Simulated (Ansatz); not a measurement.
# CH6BN: two geometries relaxed

Method: RKS PBE0-D4/def2-SVP, in Ansatz 0.2.0.

### Step 1. The starting structure

Bond lengths: B1–C2 1.560 Å, C2–N3 1.458 Å, B1–H4 1.228 Å, B1–H5 1.235 Å, C2–H6 1.108 Å, C2–H7 1.135 Å, N3–H8 1.030 Å, N3–H9 1.022 Å. Angles: B1–C2–N3 110.3°, B1–C2–H6 110.3°, B1–C2–H7 105.7°, N3–C2–H6 109.7°, N3–C2–H7 110.8°, H6–C2–H7 110.0°, C2–B1–H4 123.9°, C2–B1–H5 117.9°, H4–B1–H5 118.0°, C2–N3–H8 106.1°, C2–N3–H9 111.4°, H8–N3–H9 112.1°.

Coordinates:

```xyz
9

B     0.4575    1.2070   -0.1056
C     0.1664   -0.3027   -0.3711
N    -0.4556   -0.9120    0.7986
H     1.5746    1.7119   -0.1737
H    -0.5045    1.9546    0.0968
H    -0.4981   -0.4166   -1.2505
H     1.1758   -0.7766   -0.5832
H    -0.4129   -1.9296    0.6462
H    -1.4147   -0.5823    0.9253
```

### Step 2. Relaxing end A

Input file input.yaml:

```yaml
crystal:
  periodic: [false, false, false]
  atoms:
    - { symbol: B, position_ang: [0.4575, 1.207, -0.1056] }
    - { symbol: C, position_ang: [0.1664, -0.3027, -0.3711] }
    - { symbol: "N", position_ang: [-0.4556, -0.912, 0.7986] }
    - { symbol: H, position_ang: [1.5746, 1.7119, -0.1737] }
    - { symbol: H, position_ang: [-0.5045, 1.9546, 0.0968] }
    - { symbol: H, position_ang: [-0.4981, -0.4166, -1.2505] }
    - { symbol: H, position_ang: [1.1758, -0.7766, -0.5832] }
    - { symbol: H, position_ang: [-0.4129, -1.9296, 0.6462] }
    - { symbol: H, position_ang: [-1.4147, -0.5823, 0.9253] }
basis:
  gaussian: { orbitals: def2-SVP }
hamiltonian:
  xc: pbe0
  dispersion: d4
relax:
  f_tol: 0.015
  max_steps: 40
```

On the command line:

```sh
> ansatz run input.yaml --threads 1 --pin off --max-ram 2048MiB --backend cpu --events-out ev --progress --plain --runs-dir out
```

**Question.** How long does this run take on 1 thread of Arm Neoverse V1, shared host, and how much memory does it need?

About 70 s, with a peak of 0.14 GiB.
